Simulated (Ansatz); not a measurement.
A displaced shape of triplet NH:

```yaml
atoms:
  - { symbol: N, position_ang: [0.0172, -0.0414, -0.1087] }
  - { symbol: H, position_ang: [0.0186, -0.0072, 0.9618] }
```

It was optimised with PBE0/def2-SVP in Ansatz (development build ahead of 0.2.0) to forces under 0.001 eV/Å, with unrestricted orbitals. Each step stands on the lowest determinant of that kind that the program's search found.

(1) What shape does it relax to, and how does the optimisation go?

Results:

(1)

```xyz
2

N     0.0172   -0.0410   -0.0966
H     0.0186   -0.0076    0.9497
```

Bond lengths: N1–H2 1.047 Å.

```tsv
step	E − E(start) (eV)	largest force (eV/Å)
1	0.0000	0.8422
2	-0.0095	0.2641
3	-0.0105	0.0144
4	-0.0105	0.0002
```

The optimisation ended after 4 steps with its threshold met.
